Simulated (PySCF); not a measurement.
# Quadrupole coupling of propynyl isocyanide: levels of theory against gas-phase measurements

Values to reproduce (atoms as numbered below): 14N at N2: χzz = 0.878 MHz [1].
[1] measured, gas; W. C. Bailey, Calculation of NQCC in Gaseous State Molecules (compilation of microwave values)

Propynyl isocyanide, C4H3N.
Structure used (GFN2-xTB), in Å, numbered top down from 1:
```
atom  x, y, z in Å
C1     3.558    0.356   -0.132
N2     2.403    0.241    0.033
C3     1.126    0.113    0.216
C4    -0.061   -0.005    0.385
C5    -1.479   -0.146    0.588
H6    -2.004    0.707    0.157
H7    -1.834   -1.059    0.109
H8    -1.700   -0.197    1.654
```

Q: What do the calculations give?

A: PySCF, non-relativistic, all at one geometry, with Q(14N) = 0.02044 b:

```tsv
level	functions	14N N2 (MHz)	computed/reference − 1 (%)
B3LYP/pcJ-1	165	1.075	+22.5
PBE0/pcSseg-1	100	1.025	+16.7
```

Closest here is PBE0/pcSseg-1 (16.7 % unsigned error), furthest B3LYP/pcJ-1 (22.5 %); one molecule doesn't rank methods. Computed values are for fixed nuclei, while measured ones can include vibrational averaging. GFN2-xTB bond lengths can be off by several hundredths of an ångström, more for odd bonds, and the gradients follow them.
